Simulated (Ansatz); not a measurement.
The cluster Si₃H₅, relaxed as a quartet with UKS PBE0-D4/def2-TZVP in Ansatz, starting from the PBE0-D4/def2-TZVP geometry of the neutral doublet. Force threshold 0.02 eV/Å.

The relaxation made no stability test and no search for a lower SCF solution. At PBE0-D4/def2-TZVP a doublet of charge 0 lies 1.68 eV below the quartet, each at its own geometry. The structure comes from a short search, and lower isomers may exist.

Start:

| atom | x (Å) | y (Å) | z (Å) |
| --- | --- | --- | --- |
| Si1 | -0.5177 | 1.6027 | -0.2611 |
| Si2 | 0.6964 | 0.1168 | 1.0149 |
| Si3 | -0.7919 | -0.6423 | -0.6996 |
| H4 | -1.9000 | -1.4020 | -0.0661 |
| H5 | 0.5104 | 1.9469 | -1.3055 |
| H6 | 0.1809 | -0.3406 | 2.3306 |
| H7 | -0.3538 | -1.2861 | -1.9640 |
| H8 | 2.1756 | 0.0047 | 0.9508 |

```csv
step,energy (eV),largest force component (eV/Å),SCF passes
1,-23698.4550,1.409,56
2,-23699.0657,1.069,32
3,-23699.4796,1.384,27
4,-23699.8357,1.632,25
5,-23700.1716,1.209,24
6,-23700.3492,0.711,22
7,-23700.3959,1.018,27
8,-23700.6033,0.972,26
9,-23700.9365,0.658,24
10,-23701.0951,0.793,23
11,-23701.1265,0.836,19
13 (rejected),-23701.1501,1.078,19
15,-23701.2547,0.037,18
17,-23701.2602,0.187,18
19 (rejected),-23701.2482,0.170,19
21,-23701.2677,0.191,18
23,-23701.2690,0.063,19
25,-23701.2700,0.024,19
27,-23701.2719,0.161,19
29,-23701.2753,0.264,17
31,-23701.2828,0.161,19
33,-23701.2981,0.074,19
35,-23701.3017,0.097,19
37,-23701.3042,0.041,20
39,-23701.3046,0.036,19
40,-23701.3047,0.007,19
```

Force components are those of the run's own axes.

End:

```xyz
8

Si    0.488    2.266   -0.060
Si    0.334    0.159    0.877
Si   -1.025   -1.117   -0.517
H    -1.197   -2.541   -0.109
H     0.649    2.436   -1.534
H    -0.307    0.297    2.212
H    -0.623   -1.044   -1.947
H     1.680   -0.456    1.079
```

Bonds lost: Si1–Si3 (atoms count from 1).

The force fell under the threshold at step 20, but the optimiser went on and released 0.037 eV more. No frequencies were taken in this run, so the end may be a saddle point.

Hardware: 4 threads of AMD EPYC 7B13 on a shared host. Wall time 56 s.
